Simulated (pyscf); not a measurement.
## Atom transfer: F–SiH₂–O–SiH₃ (SMILES F[SiH2]O[SiH3]) + H• (SMILES [H]) -> •H₂Si–O–SiH₃ (SMILES [SiH2]O[SiH3]) + HF (SMILES F)

Gas phase, doublet surface, charge 0. Bonds broken: Si1–F10. Bonds formed: H4–F10. Optimised with ωB97X-D3(BJ)/def2-SVP in PySCF.

Transition state (Å):

```xyz
10

Si    -2.3295     0.3518     0.5987
O     -0.6964     0.4900     0.4842
Si     0.5981    -0.4273     1.0245
H     -2.7743    -0.1052     2.1448
H     -2.9548    -0.5617    -0.3850
H     -2.8888     1.7310     0.4495
H      0.7507    -0.2838     2.4970
H      0.4137    -1.8586     0.6624
H      1.8100     0.1059     0.3476
F     -2.1195    -1.1920     2.0082
```

One imaginary mode, 643i cm⁻¹; descent along it reached the two sides named, in the forms told below.

```
bond     change  reactant side (Å)  saddle  product side
-------  ------  -----------------  ------  ------------
Si1–F10  breaks              1.626   2.101           3.5
H4–F10    forms                3.5   1.276         0.935
```

Electronic energies relative to the separated reactants (eV):

```csv
level,barrier,reaction energy,reverse barrier
ωB97X-D3(BJ)/def2-TZVP,1.63,+0.98,0.65
PBE/def2-TZVP,1.27,+0.78,0.50
r²SCAN/def2-TZVP,1.40,+0.87,0.52
B3LYP-D3(BJ)/def2-TZVP,1.49,+0.83,0.66
PBE0-D3(BJ)/def2-TZVP,1.50,+0.84,0.66
M06-2X/def2-TZVP,1.82,+0.98,0.85
ωB97M-D3(BJ)/def2-TZVP,1.67,+0.98,0.69
HF/def2-TZVP,2.64,+1.18,1.46
```

With ωB97M-D3(BJ)/def2-TZVP energies and thermal terms (ideal gas, 1 atm, RRHO with modes under 100 cm⁻¹ raised to 100, one conformer, R ln 2 for chiral ones without a mode under 150 cm⁻¹), in eV:

| T (K) | ΔH‡ | ΔG‡ | ΔH | ΔG |
|---|---|---|---|---|
| 298 | 1.70 | 2.03 | +1.10 | +0.96 |
| 600 | 1.68 | 2.37 | +1.08 | +0.82 |
| 900 | 1.65 | 2.72 | +1.04 | +0.69 |
| 1200 | 1.64 | 3.07 | +1.00 | +0.58 |

On the product side the descent ends in a complex (not fully relaxed), 0.20 eV under the separated species and 0.85 eV under the saddle at ωB97X-D3(BJ)/def2-TZVP. At the saddle there is also a short H–Si contact that neither side keeps. This saddle turned up in a search for another step; its sides and bond changes are read from the two ends of the descent. The same reactants have a lower exit, to F–SiH₂–O–SiH₂• + H₂ (barrier +0.23 eV at ωB97M-D3(BJ)/def2-TZVP, against +1.67 eV here). One saddle was located; it need not be the lowest between these sides. The angle at the transferred F is 53°: a side-on saddle, likely not the lowest.
